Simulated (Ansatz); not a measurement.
**CH4AlN (SMILES [CH2]1[NH][AlH]1): functionals against CCSD(T) at one geometry**

How do the functionals fare away from a minimum? The structure is a structure displaced at random from a GFN2-xTB minimum.

The runs use Ansatz 0.2.0, Gaussian basis; single points in def2-TZVPP.

Cores are frozen in the correlated methods.

## 1. Starting geometry

7 atoms, charge 0, spin multiplicity 1.

Atoms are counted from 1 here; the program's logs count them from 0.

Bond lengths: C1–N2 1.633 Å, C1–Al3 1.966 Å, C1–H4 1.066 Å, C1–H5 1.099 Å, N2–Al3 1.787 Å, N2–H6 1.012 Å, Al3–H7 1.686 Å. Angles: N2–C1–Al3 58.7°, N2–C1–H4 113.7°, N2–C1–H5 111.7°, Al3–C1–H4 123.5°, Al3–C1–H5 119.4°, H4–C1–H5 114.8°, C1–N2–Al3 70.0°, C1–N2–H6 118.1°, Al3–N2–H6 171.7°, C1–Al3–N2 51.3°, C1–Al3–H7 158.4°, N2–Al3–H7 150.3°.

Coordinates:

```mol
CH4AlN
  3D, bonds by distance, orders not assigned

  7  7  0  0  0  0  0  0  0  0999 V2000
   -0.5320   -0.0105   -0.6640 C   0  0
   -0.1973    0.4760    0.8584 N   0  0
    1.1502   -0.5113    0.2228 Al  0  0
   -1.3763   -0.6578   -0.7320 H   0  0
   -0.5405    0.8343   -1.3673 H   0  0
   -0.8925    1.0246    1.3474 H   0  0
    2.6535   -1.2451    0.4320 H   0  0
  1  2  8  0
  1  3  8  0
  1  4  8  0
  1  5  8  0
  2  3  8  0
  2  6  8  0
  3  7  8  0
M  END
```

## 2. CCSD(T)/def2-TZVPP

The input, run/in.yaml:

```yaml
crystal:
  periodic: [false, false, false]
  atoms:
    - {symbol: C, position_ang: [-0.532000, -0.010500, -0.664000]}
    - {symbol: N, position_ang: [-0.197300, 0.476000, 0.858400]}
    - {symbol: Al, position_ang: [1.150200, -0.511300, 0.222800]}
    - {symbol: H, position_ang: [-1.376300, -0.657800, -0.732000]}
    - {symbol: H, position_ang: [-0.540500, 0.834300, -1.367300]}
    - {symbol: H, position_ang: [-0.892500, 1.024600, 1.347400]}
    - {symbol: H, position_ang: [2.653500, -1.245100, 0.432000]}
basis:
  gaussian: {orbitals: def2-TZVPP}
correlation: {method: ccsd_t}
output: {forces: true}
```

No record of the launch command was kept for these runs.

## 3. PBE0-D4/def2-TZVPP

Edit run/in.yaml of step 2 so:

```diff
@@ -12,3 +12,3 @@
   gaussian: {orbitals: def2-TZVPP}
-correlation: {method: ccsd_t}
-output: {forces: true}
+hamiltonian: {xc: pbe0, dispersion: d4}
+output: {forces: true, orbitals: {seedname: orbitals}}
```

## 4. wB97M-V/def2-TZVPP

Edit run/in.yaml of step 3 so:

```diff
@@ -12,3 +12,3 @@
   gaussian: {orbitals: def2-TZVPP}
-hamiltonian: {xc: pbe0, dispersion: d4}
-output: {forces: true, orbitals: {seedname: orbitals}}
+hamiltonian: {xc: {name: wB97M-V}}
+output: {forces: true}
```

## 5. r2SCAN-D4/def2-TZVPP

Edit run/in.yaml of step 4 so:

```diff
@@ -12,3 +12,3 @@
   gaussian: {orbitals: def2-TZVPP}
-hamiltonian: {xc: {name: wB97M-V}}
+hamiltonian: {xc: r2scan, dispersion: d4}
 output: {forces: true}
```

## 6. PBE-D4/def2-TZVPP

Edit run/in.yaml of step 5 so:

```diff
@@ -12,3 +12,3 @@
   gaussian: {orbitals: def2-TZVPP}
-hamiltonian: {xc: r2scan, dispersion: d4}
+hamiltonian: {xc: pbe, dispersion: d4}
 output: {forces: true}
```

## 7. LC-wPBE/def2-TZVPP

Edit run/in.yaml of step 6 so:

```diff
@@ -12,3 +12,3 @@
   gaussian: {orbitals: def2-TZVPP}
-hamiltonian: {xc: pbe, dispersion: d4}
+hamiltonian: {xc: {name: LC-wPBE}}
 output: {forces: true}
```

## 8. BHLYP-D4/def2-TZVPP

Edit run/in.yaml of step 7 so:

```diff
@@ -12,3 +12,3 @@
   gaussian: {orbitals: def2-TZVPP}
-hamiltonian: {xc: {name: LC-wPBE}}
+hamiltonian: {xc: {name: BHLYP}, dispersion: d4}
 output: {forces: true}
```

(Steps that only read results are left out.)

What does the calculation give? Wanted: energy less free atoms, CCSD(T)/def2-TZVPP; RMS force component; RMS force error; HOMO and LUMO, PBE0-D4; T1 diagnostic.

As calculated:

| quantity | value |
| --- | --- |
| energy less free atoms, CCSD(T)/def2-TZVPP | -515.8 kcal/mol |
| RMS force component | 0.755 to 1.005 eV/Å over the methods |
| RMS force error | PBE0-D4 0.185, wB97M-V 0.133, r2SCAN-D4 0.106, PBE-D4 0.145, LC-wPBE 0.298, BHLYP-D4 0.249 eV/Å |
| HOMO and LUMO, PBE0-D4 | -6.43 and -0.85 eV |
| T1 diagnostic | 0.017 |

In words: Against CCSD(T) the functionals' energies less atoms differ by -30.0 to +4.0 kcal/mol, PBE-D4 by -30.0 kcal/mol. CCSD(T) in triple zeta still lacks some correlation energy of the bonds, so part of these gaps is its own basis error and they don't rank the functionals. On forces the order runs from r2SCAN-D4 to LC-wPBE. Frozen-core CCSD(T) forces in triple zeta carry basis errors of their own, and this is one geometry, so small gaps rank nothing.
